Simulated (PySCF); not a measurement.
# Stretching CN

Set-up: basis C x2c-SVPall, N x2c-SVPall; spin-free X2C with a Gaussian nucleus; PySCF 2.14. Energies in eV from C + N in their ground configurations at the same level. All curves are PBE0. state 1: ²Σ⁺ (doublet), unpaired electrons σ ↑; state 2: ²Π (doublet), unpaired electrons π ↑, a second solution, started from another occupation; state 3: quartet, unpaired electrons σ ↑, π ↑↑, a mixture of terms (⟨Lz²⟩ = 2.0), a second solution, started from another occupation; state 4: ⁶Σ⁺ (sextet), unpaired electrons σ ↑, π ↑↑↑↑, a second solution, started from another occupation.

```csv
R (Å),state 1,state 2,state 3,state 4
1.005,-5.563,-2.986,3.578,12.4614
1.052,-6.776,-4.639,1.420,9.2976
1.099,-7.461,-5.720,-0.137,6.8239
1.134,-7.707,-6.239,-0.991,5.3385
1.169,-7.776,-6.560,-1.631,4.1074
1.204,-7.702,-6.721,-2.095,3.0944
1.251,-7.435,-6.740,-2.490,2.0265
1.309,-6.906,-6.530,-2.713,1.0484
1.379,-6.096,-6.048,-2.703,0.2720
1.473,-4.890,-5.187,-2.402,-0.2995
```

Question: Put a parabola through the three lowest points of the state 1 curve and estimate Re, k and ωe (reduced mass 6.462 u; 1 eV/Å² = 0.16022 mdyn/Å; ωe = 1302.8·√(k/μ) cm⁻¹).

Answer: Through R = 1.134, 1.169, 1.204 Å the second-order coefficient is 58.4 eV/Å², so Re ≈ 1.168 Å, k ≈ 18.7 mdyn/Å and ωe ≈ 2216 cm⁻¹. A polynomial fit of higher order to the unrounded PBE0 energies gives Re = 1.167 Å, k = 18.7 mdyn/Å, ωe = 2215 cm⁻¹; anharmonicity and rounding make the difference.

The higher-order fit for each curve: state 1: Re = 1.167 Å, ωe = 2215 cm⁻¹, De = 7.78 eV; state 2: Re = 1.231 Å, ωe = 1922 cm⁻¹, minimum 6.76 eV below the ground-state fragments; state 3: Re = 1.340 Å, ωe = 1467 cm⁻¹, minimum 2.74 eV below the ground-state fragments; state 4: Re = 1.644 Å, ωe = 717 cm⁻¹, minimum 0.58 eV below the ground-state fragments.

⟨S²⟩ of the unrestricted solution departs from its pure value on part of the curve, where spin states mix. The state is the lowest determinant that a PBE0 search found; another state may lie lower at other levels.
